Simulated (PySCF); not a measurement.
A run for PySCF: D3(BJ) and D4 dispersion corrections on CH4 (SMILES C).

```python
from pyscf import gto
from pyscf.dispersion import dftd3, dftd4

mol = gto.M(
    atom='''
    C     0.00000000   -0.00000000    1.77071609
    H     0.51593378   -0.89362352    1.42025061
    H    -0.00000000    0.00000000    2.85805859
    H     0.51593378    0.89362352    1.42025061
    H    -1.03186756    0.00000000    1.42025061
    ''',
    basis='def2-svp',
    charge=0, spin=0, verbose=0, max_memory=1800)
d3, d4 = {}, {}
for xc in ['hf', 'pbe', 'blyp', 'revpbe', 'tpss', 'r2scan', 'b3lyp', 'pbe0', 'bhlyp', 'camb3lyp', 'b2plyp']:
    d3[xc] = float(dftd3.DFTD3Dispersion(mol, xc=xc, version='d3bj', atm=False).get_dispersion()['energy'])
    print(f'D3(BJ) {xc:10s} {d3[xc]:14.8f} Eh')
for xc in ['hf', 'pbe', 'blyp', 'revpbe', 'tpss', 'r2scan', 'b3lyp', 'pbe0', 'bhlyp', 'camb3lyp', 'b2plyp']:
    d4[xc] = float(dftd4.DFTD4Dispersion(mol, xc={'camb3lyp': 'cam-b3lyp'}.get(xc, xc), atm=True).get_dispersion()['energy'])
    print(f'D4     {xc:10s} {d4[xc]:14.8f} Eh')
```

Output:

```
D3(BJ) hf            -0.01381709 Eh
D3(BJ) pbe           -0.00118470 Eh
D3(BJ) blyp          -0.00239338 Eh
D3(BJ) revpbe        -0.00345547 Eh
D3(BJ) tpss          -0.00139636 Eh
D3(BJ) r2scan        -0.00028190 Eh
D3(BJ) b3lyp         -0.00191352 Eh
D3(BJ) pbe0          -0.00092197 Eh
D3(BJ) bhlyp         -0.00137945 Eh
D3(BJ) camb3lyp      -0.00071785 Eh
D3(BJ) b2plyp        -0.00079113 Eh
D4     hf            -0.00425777 Eh
D4     pbe           -0.00087352 Eh
D4     blyp          -0.00209892 Eh
D4     revpbe        -0.00406020 Eh
D4     tpss          -0.00119150 Eh
D4     r2scan        -0.00020762 Eh
D4     b3lyp         -0.00138949 Eh
D4     pbe0          -0.00070152 Eh
D4     bhlyp         -0.00083640 Eh
D4     camb3lyp      -0.00067367 Eh
D4     b2plyp        -0.00059771 Eh
```

The run finished.

Cost: about 0.03 core-seconds (a rough figure).
